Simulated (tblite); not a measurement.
C₄H₁₀P₂.
Z-matrix (Å and degrees, GFN2-xTB geometry), rows numbered from 1:
```
C 
C   1  1.3217
C   2  1.4875  1  123.69
P   3  1.8781  2  109.64  1   104.55
C   4  1.8558  3   97.54  2  -165.64
P   4  2.1760  3   96.95  2   -66.75
H   1  1.0787  2  121.47  3     1.90
H   1  1.0764  2  122.07  3  -178.43
H   2  1.0827  1  120.57  3   177.64
H   3  1.0936  2  110.83  1  -137.84
H   3  1.0933  2  111.10  1   -15.90
H   5  1.0888  4  108.74  3   -68.43
H   5  1.0889  4  108.92  3   173.47
H   5  1.0892  4  111.54  3    52.65
H   6  1.3910  4   93.37  3    90.56
H   6  1.3930  4   92.29  3  -177.14
```

All values are computed: GFN2-xTB (tblite) harmonic vibrations without scaling, gas phase. Against measured fundamentals such values can be off by several per cent, at times by over 20. Modes of hydrogen on phosphorus can be 10 to 20 % off. One conformer, not necessarily the lowest.

Harmonic wavenumbers (cm⁻¹): 39.3, 74.2, 147.8, 152.6, 168.2, 196.6, 231.3, 282.7, 420.0, 487.5, 584.8, 702.2, 732.2, 738.2, 751.5, 834.5, 880.5, 888.8, 893.9, 955.0, 1012.3, 1050.8, 1123.9, 1169.1, 1186.6, 1286.0, 1316.0, 1402.7, 1430.9, 1440.7, 1452.7, 1703.4, 2263.3, 2328.7, 2939.4, 2942.3, 2988.3, 3006.0, 3010.1, 3051.8, 3090.1, 3126.1.

A = 2999, B = 1732, C = 1255 MHz; mass 120.026 u (most abundant isotopes); point group C1, symmetry number 1.

What is the zero-point energy?

½Σν̃ = 27242 cm⁻¹ = 77.89 kcal/mol.

Give the ideal-gas entropy at 298.15 K and 1 bar in the rigid-rotor, harmonic-oscillator model (classical rotation).

Translation 40.29, rotation 28.29, vibration 26.99: S = 95.6 cal/(mol K).

And Cp and H(298.15 K) − H(0)?

Cp = 34.47 cal/(mol K), of which vibrations give 26.52 (their classical limit is 42 R = 83.5); H(298.15 K) − H(0) = 6.52 kcal/mol without the zero-point energy, 4.15 from vibrations.

Blend soft modes into free rotors: weight 1/[1 + (100 cm⁻¹/ν̃)⁴] for the oscillator and the rest for a rotor with moment μB/(μ + B), μ = h/(8π²ν), B = 10⁻⁴⁴ kg m². What vibrational entropy results?

24.77 cal/(mol K) in place of 26.99, which changes −T·S at 298.15 K by +0.66 kcal/mol.

What must be added to the electronic energy to get the Gibbs energy at 298.15 K and 1 bar?

ZPE + [H(298.15 K) − H(0)] − T·S = 77.89 + 6.52 − 28.50 = 55.91 kcal/mol.

Which modes carry the vibrational entropy at 298.15 K?

39.3 cm⁻¹: 5.29; 74.2 cm⁻¹: 4.04; 147.8 cm⁻¹: 2.70; 152.6 cm⁻¹: 2.64; 168.2 cm⁻¹: 2.46; 196.6 cm⁻¹: 2.16 cal/(mol K); the other 36 give 7.70 together.

How do the functions run with temperature in this model?

```json
{"T (K)": "100", "S (cal/(mol K))": "68.3", "Cp (cal/(mol K))": "18.5", "H − H(0) (kcal/mol)": "1.29", "G − H(0) (kcal/mol)": "-5.54", "ln q(vib)": "1.72"}
{"T (K)": "200", "S (cal/(mol K))": "83.5", "Cp (cal/(mol K))": "26.4", "H − H(0) (kcal/mol)": "3.54", "G − H(0) (kcal/mol)": "-13.17", "ln q(vib)": "4.22"}
{"T (K)": "300", "S (cal/(mol K))": "95.8", "Cp (cal/(mol K))": "34.6", "H − H(0) (kcal/mol)": "6.59", "G − H(0) (kcal/mol)": "-22.15", "ln q(vib)": "6.62"}
{"T (K)": "500", "S (cal/(mol K))": "117.0", "Cp (cal/(mol K))": "49.0", "H − H(0) (kcal/mol)": "15.03", "G − H(0) (kcal/mol)": "-43.49", "ln q(vib)": "11.19"}
{"T (K)": "800", "S (cal/(mol K))": "143.3", "Cp (cal/(mol K))": "62.9", "H − H(0) (kcal/mol)": "31.99", "G − H(0) (kcal/mol)": "-82.69", "ln q(vib)": "17.56"}
{"T (K)": "1000", "S (cal/(mol K))": "158.1", "Cp (cal/(mol K))": "69.1", "H − H(0) (kcal/mol)": "45.21", "G − H(0) (kcal/mol)": "-112.87", "ln q(vib)": "21.45"}
```

q(vib) and H(0) count from the zero-point level.

Hindered rotation and anharmonicity are outside this model. Other conformers, if any are populated, would add a mixing term that is left out. The structure is chiral; the term R ln 2 for an equal mix with its mirror image is left out.

The run took 0.42 s on one thread, Intel Xeon Platinum 8488C (x86_64) (shared host). This covers the Hessian and the dipole derivatives.
